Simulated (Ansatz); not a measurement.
**Al2HCl (quintet): wave-function methods side by side, cc-pVDZ**

The task here is to estimate one member of a computed series from the others.

Method: cc-pVDZ, core rule «outside noble gas», up to 15 orbitals frozen; program: Ansatz 0.2.0, Gaussian basis.

The runs, in order: UHF; CCSD(T) on ROHF; CCSD(T) on UHF; BCCD(T) on ROHF; CISD; CCSDT(Q) on ROHF; CCSDT(Q) on UHF.

14 further runs of the same task are left out: 3 that didn't finish, 11 set aside as unsound or not needed.

### What is computed

The geometry is a PBE0/def2-TZVP stationary point (not a proven minimum) of the parent state, kept for this charge and spin.

4 atoms, charge 0, spin multiplicity 5.

Atoms are counted from 1 here; the program's logs count them from 0.

Bond lengths: Al1–Al2 2.540 Å, Al2–Cl3 2.112 Å, Al2–H4 1.583 Å. Angles: Al1–Al2–Cl3 115.3°, Al1–Al2–H4 123.6°, Cl3–Al2–H4 121.1°.

The first run:

The input, in.yaml:

```yaml
crystal:
  periodic: [false, false, false]
  atoms:
    - {symbol: Al, position_ang: [0.000000, -0.394814, 2.233308]}
    - {symbol: Al, position_ang: [0.000000, 0.833312, 0.009660]}
    - {symbol: Cl, position_ang: [0.000000, -0.402256, -1.703598]}
    - {symbol: H, position_ang: [0.000000, 2.410685, -0.120119]}
basis:
  gaussian: {orbitals: cc-pVDZ}
magnetization: {spin_polarized: true, initial_magnetization: 4}
hamiltonian: {xc: hf}
output: {orbitals: {seedname: orbitals}}
```

Started as:

```bash
$ ansatz run in.yaml --threads 1 --pin off --events-out ev --progress --plain --max-ram 2393MiB
```

Among the steps run: UHF; CCSD(T) on ROHF; CCSD(T) on UHF; BCCD(T) on ROHF; CISD; CCSDT(Q) on ROHF; CCSDT(Q) on UHF.

One of the session's tables, all rows but one given; the rest of the session is left out.

It belongs to the step «Misses and costs». 

| method | from UCCSDT(Q) (kJ/mol) |
| --- | --- |
| ROHF | +626.7 |
| UHF | +624.4 |
| RMP2 | +99.7 |
| UMP2 | +98.8 |
| CISD | +71.8 |
| RCCSD | +19.7 |
| UCCSD | ? |
| RCCSD(T) | +4.7 |
| UCCSD(T) | +4.6 |
| BCCD(T) | +4.5 |
| RCCSDT | +1.4 |
| UCCSDT | +1.4 |
| RCCSDT(Q) | +0.2 |
| UCCSDT(Q) | 0 |

Estimate the missing values for UCCSD.

The run gave: from UCCSDT(Q) (kJ/mol): +19.5. In the column «from UCCSDT(Q) (kJ/mol)» it lies between RCCSD(T) (+4.7) and RCCSD (+19.7).

Limits of these values: Restricted and unrestricted rows rest on different reference determinants; where their highest levels disagree by more than a few hundredths of an eV, they describe different states and don't form one ladder.
